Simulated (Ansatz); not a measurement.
# N₂O: geometry and frequencies at several levels

One table from this session's results is given with a row withheld; the runs are named, their logs left out.

Computed with Ansatz 0.2.0 (the levels named in each step, unless a step's input says otherwise).

### The system as given

Bond lengths: N1–N2 1.106 Å, N2–O3 1.150 Å. Angles: N1–N2–O3 180.0°.

As a file:

```xyz
3

N     0.0000    0.0000   -1.1206
N     0.0000    0.0000   -0.0149
O     0.0000    0.0000    1.1355
```

Set-up of the first run:

The input, input.yaml:

```yaml
crystal:
  periodic: [false, false, false]
  atoms:
    - { symbol: "N", position_ang: [0.0, 0.0, -1.1369011] }
    - { symbol: "N", position_ang: [0.0, 0.0, -0.01877525] }
    - { symbol: O, position_ang: [0.0, 0.0, 1.15567635] }
basis:
  gaussian: { orbitals: def2-TZVPP }
hamiltonian:
  xc: pbe0
  dispersion: d4
phonons: {}
```

Launch:

```sh
$ ansatz run input.yaml --threads 2 --pin off --max-ram 5120MiB --backend cpu --events-out ev --progress --plain --runs-dir out
```

Among the steps run: Frequencies, PBE0-D4/def2-TZVPP; Relaxation, PBE-D4/def2-TZVPP; Frequencies, PBE-D4/def2-TZVPP; Relaxation, r2SCAN-D4/def2-TZVPP; Frequencies, r2SCAN-D4/def2-TZVPP; Relaxation, B3LYP-D4/def2-TZVPP; Frequencies, B3LYP-D4/def2-TZVPP; Relaxation, B2PLYP/def2-TZVPP; Frequencies, B2PLYP/def2-TZVPP.

One of the session's tables, all rows but one given; the rest of the session is left out.

| level | N1–N2 (Å) | N2–O3 (Å) | rotational constants (MHz) | dipole (D) | highest frequency (cm⁻¹) |
| --- | --- | --- | --- | --- | --- |
| PBE0-D4/def2-TZVPP | 1.1181 | 1.1745 | 12844 | 0.02 | 2409 |
| PBE-D4/def2-TZVPP | 1.1378 | 1.1888 | 12474 | 0.16 | 2284 |
| r2SCAN-D4/def2-TZVPP | 1.1269 | 1.1798 | 12689 | 0.13 | 2347 |
| B3LYP-D4/def2-TZVPP | ? | ? | ? | ? | ? |
| B2PLYP/def2-TZVPP | 1.1330 | 1.1843 | 12573 | 0.05 | 2268 |

**Question.** Estimate the row for B3LYP-D4/def2-TZVPP.

As computed: N1–N2 (Å): 1.1210; N2–O3 (Å): 1.1826; rotational constants (MHz): 12720; dipole (D): 0.05; highest frequency (cm⁻¹): 2346. In the column «N1–N2 (Å)» it lies between PBE0-D4/def2-TZVPP (1.1181) and r2SCAN-D4/def2-TZVPP (1.1269).
